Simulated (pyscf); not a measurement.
`[SnH4]` + `[CH3]` [doublet] → `[SnH3]` [doublet] + `[CH4]` (hydrogen abstraction; doublet surface; H–Sn broken, C–H formed). Structures and frequencies: ωB97X-D3(BJ)/def2-SVP in PySCF. MP2 and CC: frozen core, UHF for open shells. ΔMP2 is the change of the MP2 total energy from the triple- to the quadruple-zeta basis. Rate constants from transition-state theory, CCSD(T)/def2-TZVPP + ΔMP2(QZVPP) energies (ideal gas, 1 atm, RRHO with modes under 100 cm⁻¹ raised to 100, one conformer, R ln 2 for chiral ones without a mode under 150 cm⁻¹; no tunnelling), k in cm³ molecule⁻¹ s⁻¹.

```tsv
T (K)	1000/T	log10 k
298	3.354	-14.70
600	1.667	-12.68
900	1.111	?
1200	0.833	-11.25
```

Q: Fit an Arrhenius line to the three values, give the activation energy, and predict k at 900 K.

A: Least squares gives log10 k = -10.25 − 1.34 × 1000/T, so Ea = 1.34 × ln 10 × 1.987 = 6.1 kcal/mol, against an electronic barrier of 3.5. At 900 K the line gives -11.74; the computed value is -11.80 (ΔG‡ = 25.4 kcal/mol), a factor 1.2 under the line, since the plot is curved. One saddle was located; it need not be the lowest between these sides. The angle at the transferred H is 180°. The CCSD(T) − MP2 part came from Ansatz, without density fitting, on the same reference. The frozen core leaves the outer d or s,p core shells of the metals and heavy elements correlated in the MP2 and CC values, and def2-TZVPP describes them poorly, which can shift differences by a few kcal/mol. Elements past Kr carry the def2 core potentials, without spin-orbit coupling.
